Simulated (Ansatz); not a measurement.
**HPB, quartet: the ladder up to full CI**

Geometry: a point of a breathe scan, not a stationary point.

```yaml
atoms:
  - { symbol: B, position_ang: [0.0000, 0.1720, 2.7661] }
  - { symbol: P, position_ang: [0.0000, -0.1448, -0.9099] }
  - { symbol: H, position_ang: [0.0000, 2.6049, -1.7081] }
```

Basis 6-31G; Ansatz 0.2.0. Correlated methods freeze the noble-gas cores, which leaves 9 electrons in 18 orbitals. R marks a restricted (for open shells ROHF) determinant, U an unrestricted one. Active spaces: pair = (5e, 5o) about the gap; valence = (9e, 9o) chosen from the atoms' valence shells.

Full CI is exact within this basis and frozen core; it isn't the basis-set limit. The frozen core follows each run's orbitals, which can shift R against U totals by a few meV.

Unrestricted rows (U) aren't spin-pure: their determinants' ⟨S²⟩ exceeds S(S+1) by up to 0.94, so they mix in states of higher spin. HF rows: UHF is the lowest solution found. Coupled cluster chose its determinant by a search with trial CCSD, here up to 0.31 eV above the lowest Hartree–Fock solution of its kind, and MP2 stands on that determinant too.

BCCD(T) turns its orbitals far from the restricted determinant (T1 = 0.213 for the singles of that rotation), so its spin and state can't be checked, and it isn't compared.

The UHF ⟨S²⟩ is 4.694, the T1 diagnostic (RCCSD) is 0.1408 and the largest doubles amplitude (RCCSD) is 0.409. The T1 diagnostic (UCCSD) is 0.0286.

```csv
level,E − E(full CI) (kJ/mol),share of correlation (%),wall time
UHF,166.9,61.57,–
RMP2,212.9,50.99,–
UMP2,73.4,83.09,–
RCCSD*,8.1,98.12,–
UCCSD,4.8,98.90,–
RCCSD(T)*,0.6,99.86,7 s
UCCSD(T),2.3,99.48,7 s
RCCSDT*,0.5,99.89,–
UCCSDT,0.1,99.98,–
RCCSDT(Q)*,-0.1,100.02,14 s
UCCSDT(Q),0.0,100.00,12 s
RCCSDTQ*,0.0,100.00,2.2 min
CASSCF (pair space),159.0,63.38,–
NEVPT2 (pair space),66.5,84.69,1.7 s
MRCISD (pair space),6.3,98.55,–
MRCISD+Q (pair space),-4.6,101.06,1.9 s
CASSCF (valence space),67.5,84.46,–
NEVPT2 (valence space),25.4,94.14,3.3 s
MRCISD (valence space),1.4,99.67,–
MRCISD+Q (valence space),0.2,99.95,4.5 s
```

An asterisk marks runs whose energy the program itself flagged as in doubt.

The correlation energy at full CI, counted from the determinant under the R cluster runs, is -4.501 eV. That run took 6.8 min on 1 thread of Arm Neoverse V2, shared host over 7,588,672 determinants.

Run but not shown, since their state, orbitals or frozen core can't be matched to the reference's or they repeat it: RHF, CISD, BCCD(T).

Times hold each run's SCF and search for its determinant on a shared host, so for small cases they say little of a method's own cost; they ran on 1 thread of Arm Neoverse V2.

More than 5 meV below full CI, which no variational method can be: MRCISD+Q (pair space).

The full-CI state has the irrep A'' of Cs, in the program's axes.

Natural occupations of full CI about the gap: 1.985 1.886 1.382 0.997 0.997 0.996 0.617 0.053 0.053 0.008; effectively unpaired electrons, Σ n²(2−n)², 4.53. No single determinant describes this state well, so single-reference rows can miss without a flag.
